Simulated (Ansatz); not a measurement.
**Predicting a hybrid from its neighbours: CHNS (isothiocyanic acid)**

CHNS has 4 atoms, charge 0, and is taken as a singlet. As SMILES, `N=C=S`. The coordinates come from a PBE0-D4/def2-TZVP relaxation.

The HOMO–LUMO gap y, in eV, basis def2-TZVP; a is the functional's share of exact exchange. Programs: Ansatz 0.2.0.

```
functional  program     a  y (eV)
    revPBE   Ansatz     0    4.43
      BLYP   Ansatz     0    4.37
     B3LYP   Ansatz   0.2    6.01
      PBE0   Ansatz  0.25    6.48
   r2SCAN0   Ansatz  0.25       ?
     BHLYP   Ansatz   0.5    8.50
```

**Question.** Fit y = c + s·a to the known rows and predict r2SCAN0.

**Answer.** 
1. Means of the 5 rows: a = 0.1900, y = 5.958.
2. Σ(Δa)² = 0.172, Σ(Δa·Δy) = 1.4119, so the slope is 1.4119/0.172 = 8.2087.
3. Intercept: 5.958 − (8.2087) × 0.1900 = 4.398. The largest residual of the fit is 0.032.
4. r2SCAN0: 4.398 + (8.2087) × 0.25 = 6.45 eV.

The run gave 6.78 eV, so the prediction is off by -0.33 eV, more than the largest residual. Exact exchange lowers occupied levels and raises empty ones. The rows mix families of semi-local functionals, which the line can't see.
